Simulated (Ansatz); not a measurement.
# SiNH₂+ (triplet): from Hartree-Fock to the top rungs, def2-TZVPP

An exercise on one series of results from a longer session: the logs are not shown, and one member is left open.

Method: def2-TZVPP, core rule «outside noble gas», up to 6 orbitals frozen; program: Ansatz 0.2.0, Gaussian basis.

The runs, in order: UHF; ROHF; CCSD(T) on UHF.

2 further runs of the same task are left out: 2 set aside as unsound or not needed.

**What is computed**

The geometry is a PBE0/def2-TZVP stationary point (not a proven minimum) of the parent state, kept for this charge and spin.

4 atoms, charge 1, spin multiplicity 3.

Atoms are counted from 1 here; the program's logs count them from 0.

Bond lengths: Si1–N2 1.638 Å, Si1–H3 1.482 Å, Si1–H4 1.482 Å. Angles: N2–Si1–H3 122.4°, N2–Si1–H4 122.4°, H3–Si1–H4 115.2°.

The first run:

Input file in.yaml:

```yaml
crystal:
  periodic: [false, false, false]
  atoms:
    - {symbol: Si, position_ang: [0.000000, 0.000000, 0.483733]}
    - {symbol: N, position_ang: [0.000000, 0.000000, -1.153819]}
    - {symbol: H, position_ang: [0.000000, 1.251593, 1.277509]}
    - {symbol: H, position_ang: [0.000000, -1.251594, 1.277509]}
basis:
  gaussian: {orbitals: def2-TZVPP}
total_charge: 1
magnetization: {spin_polarized: true, initial_magnetization: 2}
hamiltonian: {xc: hf}
output: {orbitals: {seedname: orbitals}}
```

Launch:

```bash
> ansatz run in.yaml --threads 1 --pin off --events-out ev --progress --plain --max-ram 2816MiB --backend cpu
```

Steps of the session up to this table: UHF; ROHF; CCSD(T) on UHF.

One of the session's tables, all rows but one given; the rest of the session is left out.

| method | from UCCSD(T) (kJ/mol) |
| --- | --- |
| ROHF | +688.7 |
| UHF | +674.0 |
| UMP2 | ? |
| UCCSD | +19.5 |
| UCCSD(T) | 0 |

**Question.** Estimate the row for UMP2.

The run gave: from UCCSD(T) (kJ/mol): +111.2. In the column «from UCCSD(T) (kJ/mol)» it lies between UCCSD (+19.5) and UHF (+674.0).
